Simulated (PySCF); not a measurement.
## Core-level binding energies of `PBCl`

Species: BClH3P.
Bonds: P1–B2, B2–Cl3. Hydrogens: H4, H5 on P1; H6 on B2.

Level of theory: delta-SCF UKS SCAN, pcX-2 on the ionised atom, pcseg-1 elsewhere, spin-free X2C (PySCF 2.14.0). These are vertical core ionisation energies against the vacuum level, from separate self-consistent calculations with and without the core hole.

What binding energy does each computed site have?

```
atom(s)                  environment     level  binding energy (eV)  2p1/2 (eV)  count
     P1  three-coordinate phosphorus   P 2p3/2               136.80      137.70      1
     P1  three-coordinate phosphorus      P 1s              2150.33           –      1
     B2       three-coordinate boron      B 1s               197.12           –      1
    Cl3         chlorine bonded to B  Cl 2p3/2               206.40      208.05      1
    Cl3         chlorine bonded to B     Cl 1s              2829.00           –      1
```

Which photon wavelength matches the P 1s of P1 threshold?

λ = hc/E = 12398.42 eV Å / 2150.33 eV = 5.766 Å.

Which photon energy gives electrons from P 1s of P1 a kinetic energy of 200 eV, and what is their de Broglie wavelength?

hν = 2150.33 + 200 = 2350.33 eV, recoil neglected; λ = 12.264 Å/√(E/eV) = 0.87 Å.

The unrestricted hole states depart most from a pure doublet (⟨S²⟩ = 0.75; over 0.85 named) for B 1s of B2 (0.92), which makes this value less certain. The 2p values add to the ΔSCF energy of one spin-free hole a correction within the shell (spin–orbit coupling, ligand field). 2p1/2 minus 2p3/2 (ligand field included): P 0.89 eV, Cl 1.65 eV. One conformer (not necessarily the lowest) at the PBE0-D3(BJ)/def2-SVP geometry, without solvent, vibrations or thermal averaging.

On Arm Neoverse V2, one thread, no GPU (shared host), this took 10 s of wall time.

The values belong to the conformer `[PH2:1][BH:2][Cl:3]`: H–P1–B2–Cl3 42°, H–P1–B2–Cl3 142°.
